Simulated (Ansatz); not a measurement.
A calculation with Ansatz (development build ahead of 0.2.0).

```yaml
crystal:
  periodic: [false, false, false]
  atoms:
    - { symbol: O, position_ang: [-0.03764, 0.00399, -0.45304] }
    - { symbol: O, position_ang: [-0.0167, 1.07073, 0.16413] }
    - { symbol: O, position_ang: [0.00365, -1.1105, 0.20704] }
basis:
  gaussian: { orbitals: cc-pVDZ }
hamiltonian:
  xc: hf
```

The input is written out in the form of the current development build from the run's settings.

Results

```yaml
Converged: yes
Total_energy: -224.26764 hartree
Spin_squared_of_the_determinant: 0.000
```

Caution: in another basis set an unrestricted determinant lies well below.
